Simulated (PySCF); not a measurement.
## Static response to an electric field

C3H8P2.
Cartesian coordinates in Å at the GFN2-xTB level; atoms count from 1:
```xyz
13
C3H8P2 angstrom
C      1.9147    0.9603    0.2353
C      1.0885    0.4347   -0.6559
P      0.4557   -1.2652   -0.6175
C     -1.3748   -0.8932   -0.5644
P     -2.0521    0.2409    0.7479
H      2.2362    0.4093    1.1050
H      2.3069    1.9594    0.1313
H      0.7958    0.9939   -1.5388
H      0.6189   -1.4456    0.7630
H     -1.6607   -0.4822   -1.5401
H     -1.8966   -1.8521   -0.4681
H     -1.3281   -0.3135    1.8053
H     -1.1087    1.2538    0.5795
```

Level: wB97X-D/def2-SVPD (PySCF), static field, nuclei fixed, core orbitals frozen in the response. The polarisability tensor in these axes (au):

```
x   100.43   5.61  -0.69
y     5.61  86.38   7.71
z    -0.69   7.71  79.49
```

Q: Diagonalise the tensor; give its mean and Δα, where Δα² is half the sum of the squared differences of the eigenvalues.

A: Principal values 73.97, 89.75 and 102.57 au; mean 88.76 au = 13.15 Å³ = 14.64 × 10⁻⁴⁰ C²·m²/J; Δα = 24.82 au (28 % of the mean).

Q: What is the dipole moment, and where does it point?

A: (0.42, 0.48, 0.09) D, 0.64 D in size, pointing from the negative to the positive side. Measured along this direction, the outermost atoms are H11 at the negative end and H7 at the positive end.

Q: Give the principal axes and the span of the nuclei along them.

A: Largest value along (0.93, 0.37, 0.09), where the nuclei span 5.34 Å; middle along (-0.35, 0.74, 0.58), 3.10 Å; least along (0.14, -0.57, 0.81), 3.23 Å. 

Q: What depolarisation ratio follows for Rayleigh scattering of linearly polarised light, taking the static tensor?

A: ρ = 3Δα²/(45ᾱ² + 4Δα²) = 1847.5/(354562 + 2463.4) = 0.00517.

Q: In TDDFT the mean static polarisability is Σ f/ω² over all singlet excitations (ω in hartree). How much of it do the 8 lowest give? Their energies (eV) and oscillator strengths: 5.46, 0.1240; 5.96, 0.0381; 6.50, 0.0401; 6.75, 0.0952; 6.93, 0.1553; 7.07, 0.0179; 7.21, 0.0418; 7.34, 0.1353.

A: They add up to 11.24 au, 12.7 % of the 88.76 au; the largest single term is 3.08 au, from the state at 5.46 eV. Terms in order: 3.08, 0.79, 0.70, 1.55, 2.39, 0.27, 0.60, 1.86 au. Higher excitations give the rest. The strengths listed sum to 0.648.

Q: Refractivity n − 1 of an ideal gas of it at 500 K and 1 atm, from the electronic α?

A: N = p/kT = 1.4678 × 10¹⁹ cm⁻³, so n − 1 = 2π × N × 13.15 × 10⁻²⁴ cm³ = 1213 × 10⁻⁶ at long wavelengths, for an ideal gas.

Q: Give the eigenvalues of the traceless quadrupole moment Θ = ½Σq(3rr − r²1), origin at the centre of nuclear charge.

A: -12.10, 5.56, 6.54 D·Å. The values depend on the origin, since the dipole doesn't vanish. The electronic extent ⟨r²⟩ about the same centre is 820 bohr², a root-mean-square distance of 2.02 Å for the 56 electrons.

The structure is a single GFN2-xTB conformer in the gas phase; no vibrational or solvent corrections.
